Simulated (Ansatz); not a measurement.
C₄H₇FO, SMILES `C=CCOCF`, relaxed with RKS PBE-D4/def2-SVP in Ansatz 0.2.0 from a rough embedded geometry. The force threshold is 0.03 eV/Å; the program also tests the step.

Total charge 0; spin multiplicity 1.

Start:

```xyz
13

C    -0.485   -1.992    1.453
C     0.070   -0.734    1.268
C     0.358   -0.104   -0.057
O    -0.223    1.097   -0.158
C    -0.150    1.726   -1.396
F     1.189    1.853   -1.697
H    -0.687   -2.321    2.428
H    -0.783   -2.571    0.570
H     0.388   -0.127    2.143
H     1.489    0.006   -0.150
H     0.039   -0.749   -0.870
H    -0.606    1.128   -2.165
H    -0.599    2.787   -1.369
```

| step | energy (eV) | largest force (eV/Å) | largest move (Å) |
| --- | --- | --- | --- |
| 1 | -9007.4268 | 3.960 | 0.000 |
| 2 | -9007.7739 | 1.283 | 0.161 |
| 3 | -9007.7886 | 1.309 | 0.194 |
| 4 | -9007.8365 | 0.392 | 0.200 |
| 5 | -9007.8752 | 0.175 | 0.120 |
| 6 | -9007.8803 | 0.106 | 0.053 |
| 7 | -9007.8818 | 0.039 | 0.013 |
| 8 | -9007.8828 | 0.019 | 0.023 |

End:

```xyz
13

C    -0.473   -1.959    1.472
C     0.043   -0.736    1.267
C     0.337   -0.153   -0.080
O    -0.205    1.171   -0.146
C    -0.088    1.764   -1.380
F     1.237    2.037   -1.704
H    -0.627   -2.356    2.486
H    -0.751   -2.616    0.631
H     0.309   -0.094    2.124
H     1.440   -0.104   -0.243
H    -0.089   -0.789   -0.895
H    -0.488    1.111   -2.199
H    -0.645    2.724   -1.330
```

It took 12 s on 4 threads of an Arm Neoverse V1 on a shared host, with 0.16 GiB of host memory at the peak.
